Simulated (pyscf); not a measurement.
Single points on ωB97X-D3(BJ)/def2-SVP structures (PySCF, gas phase). MP2 and CC: frozen core, UHF for open shells. ΔMP2 is the change of the MP2 total energy from the triple- to the quadruple-zeta basis.

### Question
What are the homolytic bond dissociation enthalpies (298 K) of HO–B(OH)–OH (SMILES OB(O)O) at CCSD(T)/def2-TZVPP + ΔMP2(QZVPP), weakest first?

### Answer
H–O to •O–B(OH)–OH + H•: 500.1 kJ/mol; B–O to OH• + [HO–B–OH]•: 619.5 kJ/mol. Ring and multiple bonds, and those that leave no two simple radicals, are not listed. The radicals are drawn with the spin at the cut bond; how far it spreads was not checked. Other isomers of [HO–B–OH]•, •O–B(OH)–OH were not searched in full and may lie lower. The CCSD(T) − MP2 part came from Ansatz, without density fitting, on the same reference. Left out: the spin-orbit lowering of OH.
